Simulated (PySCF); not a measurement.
The group X on vinyl-X is varied. Gas-phase values, no solvent. One relaxed conformer stands for each flexible species; it need not be the lowest. Strings in code marks are SMILES.

The dipole moment from two functionals at the same geometries (B3LYP-D3(BJ)/def2-TZVP), both in PySCF: PBE-D3(BJ)/def2-TZVP and TPSSh-D3(BJ)/def2-TZVP. 

```json
[
 {"species": "X = H (`C=C`)", "PBE-D3(BJ)/def2-TZVP (D)": "0.00"},
 {"species": "X = methyl (`C(=C)C`)", "PBE-D3(BJ)/def2-TZVP (D)": "0.43"},
 {"species": "X = fluoro", "PBE-D3(BJ)/def2-TZVP (D)": "1.27"},
 {"species": "X = chloro (`C=CCl`)", "PBE-D3(BJ)/def2-TZVP (D)": "1.33"},
 {"species": "X = bromo (`BrC=C`)", "PBE-D3(BJ)/def2-TZVP (D)": "1.40"},
 {"species": "X = iodo (`C=CI`)", "PBE-D3(BJ)/def2-TZVP (D)": "1.25"},
 {"species": "X = cyano", "PBE-D3(BJ)/def2-TZVP (D)": "3.88"},
 {"species": "X = silyl (`C(=C)[SiH3]`)", "PBE-D3(BJ)/def2-TZVP (D)": "0.74"},
 {"species": "X = ethynyl (`C#CC=C`)", "PBE-D3(BJ)/def2-TZVP (D)": "0.39"},
 {"species": "X = germyl (`C=[CH][GeH3]`)", "PBE-D3(BJ)/def2-TZVP (D)": "0.59"}
]
```

Problem. What does TPSSh-D3(BJ)/def2-TZVP give for each?

Solution. 
- X = H (`C=C`): 0.00
- X = methyl (`C(=C)C`): 0.40
- X = fluoro: 1.36
- X = chloro (`C=CCl`): 1.44
- X = bromo (`BrC=C`): 1.52
- X = iodo (`C=CI`): 1.36
- X = cyano: 3.97
- X = silyl (`C(=C)[SiH3]`): 0.74
- X = ethynyl (`C#CC=C`): 0.41
- X = germyl (`C=[CH][GeH3]`): 0.61
Over these rows, drawn at random from the members with no instability flagged (it was tested for open shells, ions and some series alone), PBE minus TPSSh-D3(BJ): mean -0.05 D, from -0.12 D to +0.03 D.
